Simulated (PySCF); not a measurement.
Molecule: `FCC1=NC1`, C3H4FN.

Bonds (- single, = double, # triple, : aromatic): F1-C2, C2-C3, C3=N4, N4-C5, C5-C3. C2 carries H6, H7; C5 carries H8, H9.

Coordinates of the point at 0° (Å):
```xyz
9

F     1.523    0.552    1.207
C     1.287   -0.219    0.098
C    -0.118   -0.187   -0.292
N    -0.978   -0.598   -1.109
C    -1.454    0.319   -0.023
H     1.595   -1.245    0.340
H     1.918    0.169   -0.712
H    -2.047   -0.115    0.770
H    -1.714    1.330   -0.305
```

The dihedral F1–C2–C3–C5 is held at the listed angle and the rest relaxed with GFN2-xTB; GIAO PBE0/pcSseg-1 (PySCF 2.14.0 with density-fitted response routines, gas phase, non-relativistic), single atoms without averaging; energies are PBE0/pcSseg-1 single points on these structures.

Shifts are taken against calculated references (same method and geometry level): CFCl3 for ¹⁹F; ¹³C, ¹H against TMS; ¹⁵N against NH3.

Task: How do the shifts follow the torsion?

Result: 
| angle (°) | E rel. (kcal/mol) | F1 | C2 | C3 | N4 | H6 | H7 | H8 | H9 |
| --- | --- | --- | --- | --- | --- | --- | --- | --- | --- |
| 0 | 0.1 | -263.4 | 81.9 | 180.3 | 317.4 | 6.17 | 6.17 | 1.45 | 1.45 |
| 30 | 0.0 | -265.0 | 81.7 | 179.7 | 321.4 | 6.24 | 5.97 | 1.62 | 1.29 |
| 60 | 0.5 | -267.1 | 80.8 | 178.4 | 333.7 | 6.17 | 5.81 | 1.78 | 1.13 |
| 90 | 2.4 | -264.6 | 77.7 | 176.7 | 351.2 | 6.00 | 5.98 | 1.61 | 1.12 |
| 120 | 3.1 | -257.8 | 79.4 | 177.0 | 346.0 | 6.10 | 6.26 | 1.21 | 1.32 |
| 150 | 1.3 | -260.0 | 83.4 | 174.4 | 323.9 | 6.26 | 6.32 | 1.13 | 1.35 |
| 180 | 0.4 | -261.9 | 84.6 | 172.5 | 313.1 | 6.31 | 6.31 | 1.18 | 1.18 |
| 210 | 1.3 | -260.0 | 83.4 | 174.4 | 324.0 | 6.32 | 6.26 | 1.35 | 1.13 |
| 240 | 3.1 | -257.8 | 79.4 | 177.0 | 346.0 | 6.26 | 6.10 | 1.32 | 1.21 |
| 270 | 2.4 | -264.6 | 77.7 | 176.7 | 351.2 | 5.98 | 6.00 | 1.11 | 1.60 |
| 300 | 0.5 | -267.2 | 80.8 | 178.5 | 333.9 | 5.80 | 6.16 | 1.13 | 1.78 |
| 330 | 0.0 | -265.0 | 81.7 | 179.7 | 321.3 | 5.97 | 6.24 | 1.29 | 1.62 |

Task: Weight the points by Boltzmann factors at 298 K (these energies, one coordinate only). How far do the averages lie from the lowest point?

Result: F1 -264.5 (lowest point -265.0), C2 81.9 (lowest point 81.7), C3 178.5 (lowest point 179.7), N4 322.4 (lowest point 321.4), H6 6.13 (lowest point 6.24), H7 6.13 (lowest point 5.97), H8 1.41 (lowest point 1.62), H9 1.41 (lowest point 1.29) ppm. The lowest point, 30°, carries 22 % of the weight. A 30° grid can miss a minimum, and energy differences under about 1 kcal/mol are within the error of this level. Unscaled 19F shifts carry errors that often reach 10 to 50 ppm.
